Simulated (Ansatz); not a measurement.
**CH5OSi (SMILES [CH2][SiH2]O) at U-revPBE/def2-SVPD**

What is the vertical doublet–quartet gap of CH5OSi at U-revPBE/def2-SVPD? 

Program for the calculation: Ansatz 0.2.0.

54 further runs of the same task are left out: 54 set aside as unsound or not needed.

## (1) The structure to begin with

CH5OSi: 8 atoms, total charge 0, spin state doublet. SMILES: `[CH2][SiH2]O`. Geometry: relaxed at PBE0-D4/def2-TZVP. This is one conformer, not always the lowest.

Bond lengths: C1–Si2 1.840 Å, Si2–O3 1.650 Å, C1–H4 1.086 Å, C1–H5 1.087 Å, Si2–H6 1.485 Å, Si2–H7 1.490 Å, O3–H8 0.958 Å. Angles: C1–Si2–O3 112.2°, C1–Si2–H6 111.4°, C1–Si2–H7 108.0°, O3–Si2–H6 104.2°, O3–Si2–H7 111.6°, Si2–C1–H4 122.8°, Si2–C1–H5 122.5°, Si2–O3–H8 117.1°, H6–Si2–H7 109.4°, H4–C1–H5 114.6°.

## (2) A single-point energy at U-revPBE/def2-SVPD

File in.yaml:

```yaml
crystal:
  periodic: [false, false, false]
  atoms:
    - {symbol: C, position_ang: [-0.861500, 0.517800, -0.791400]}
    - {symbol: Si, position_ang: [0.654000, -0.005200, 0.111100]}
    - {symbol: O, position_ang: [0.302800, -0.724400, 1.554400]}
    - {symbol: H, position_ang: [-0.970800, 0.416800, -1.867000]}
    - {symbol: H, position_ang: [-1.703100, 0.991500, -0.293300]}
    - {symbol: H, position_ang: [1.495600, 1.161100, 0.480600]}
    - {symbol: H, position_ang: [1.431000, -0.912300, -0.779800]}
    - {symbol: H, position_ang: [-0.255800, -1.502300, 1.529400]}
basis:
  gaussian: {orbitals: def2-SVPD}
hamiltonian: {xc: {name: revPBE}}
output: {orbitals: {seedname: orbitals}}
accuracy: high
magnetization: {spin_polarized: true, initial_magnetization: 1}
```

Run with:

```bash
$ ansatz run in.yaml --threads 1 --pin off --max-ram 3480MiB --events-out events.jsonl --progress --plain --runs-dir runs
```

Output:

```text
Warning: RAYON_NUM_THREADS=1 ignored (pool sized by the plan → 1); use --threads N
Functional definition: revPBE
  name "revPBE"
  parameter kappa = 1.245
  parameter beta = 0.06672455060314922
  exchange = pbe_x(kappa = kappa, mu = beta*pi^2/3)
  correlation = pbe_c(beta = beta)
2123 factors; integrals over basis functions are off by at most 3.5e-9 eV
mean field evaluation 1: about -11026.6676 eV, gradient 4.6e1 eV
mean field evaluation 2: about -10994.1106 eV, gradient 9.7e1 eV
mean field evaluation 4: about -11034.9959 eV, gradient 7.3e0 eV
mean field evaluation 8: about -11035.2715 eV, gradient 5.2e-2 eV
mean field evaluation 16: about -11035.2715 eV, gradient 2.2e-5 eV
mean field -11035.27152836 eV, -405.5387486914 hartree, gradient 5.0e-8 eV, S^2 0.753493; 0 other end points of the search recorded, 0 dependent functions left out
reference -11035.27153376 eV, -405.5387488900 hartree; 17, 16 occupied and 90, 91 virtual orbitals, 2123 factors
Total energy: -11035.27153376 eV, -405.5387488900 hartree
```

Run time: 12 s. Hardware: 1 thread of AMD EPYC 7R43 (Zen 3), shared host; peak memory 0.35 GiB.

## (3) The quartet

File run.yaml:

```yaml
crystal:
  periodic: [false, false, false]
  atoms:
    - {symbol: C, position_ang: [-0.861500, 0.517800, -0.791400]}
    - {symbol: Si, position_ang: [0.654000, -0.005200, 0.111100]}
    - {symbol: O, position_ang: [0.302800, -0.724400, 1.554400]}
    - {symbol: H, position_ang: [-0.970800, 0.416800, -1.867000]}
    - {symbol: H, position_ang: [-1.703100, 0.991500, -0.293300]}
    - {symbol: H, position_ang: [1.495600, 1.161100, 0.480600]}
    - {symbol: H, position_ang: [1.431000, -0.912300, -0.779800]}
    - {symbol: H, position_ang: [-0.255800, -1.502300, 1.529400]}
basis:
  gaussian:
    orbitals: def2-SVPD
magnetization:
  spin_polarized: true
  initial_magnetization: 3
hamiltonian:
  xc: {name: revPBE}
accuracy: high
output: {orbitals: {seedname: orbitals}}
```

Run with:

```bash
$ ansatz run run.yaml --threads 1 --pin off --max-ram 3480MiB --events-out events.jsonl --progress --plain --runs-dir runs
```

Output (excerpt; [...] marks lines left out):

```text
Warning: RAYON_NUM_THREADS=1 ignored (pool sized by the plan → 1); use --threads N
[... 6 set-up lines as earlier in the session ...]
2123 factors; integrals over basis functions are off by at most 3.5e-9 eV
mean field evaluation 1: about -11018.3818 eV, gradient 4.8e1 eV
mean field evaluation 2: about -10951.3856 eV, gradient 1.2e2 eV
mean field evaluation 4: about -11023.0931 eV, gradient 3.1e1 eV
mean field evaluation 8: about -11028.5418 eV, gradient 3.3e-1 eV
mean field evaluation 16: about -11028.5384 eV, gradient 1.4e-3 eV
mean field evaluation 32: about -11026.1502 eV, gradient 1.1e1 eV
mean field evaluation 64: about -11028.4910 eV, gradient 1.2e0 eV
mean field -11028.53839493 eV, -405.2913106018 hartree, gradient 5.7e-8 eV, S^2 3.756948; 8 other end points of the search recorded, 0 dependent functions left out
reference -11028.53840134 eV, -405.2913108375 hartree; 18, 15 occupied and 89, 92 virtual orbitals, 2123 factors
Total energy: -11028.53840134 eV, -405.2913108375 hartree
```

It took 22 s on 1 thread of AMD EPYC 7R43 (Zen 3), shared host; peak memory 0.4 GiB.

## (4) What came out

At U-revPBE/def2-SVPD:

| quantity | value |
| --- | --- |
| doublet: total energy | -405.53875 Eh |
| doublet: HOMO energy (highest over α and β) | -5.78 eV |
| doublet: LUMO energy (lowest over α and β) | -3.60 eV |
| doublet: ⟨S²⟩ | 0.753 |
| quartet: total energy | -405.29131 Eh |
| quartet: HOMO energy (highest over α and β) | -1.53 eV |
| quartet: ⟨S²⟩ | 3.757 |
| vertical energy of the quartet above the doublet | 6.733 eV |

What this shows: At this shape the quartet lies 6.73 eV (650 kJ/mol) above the doublet.
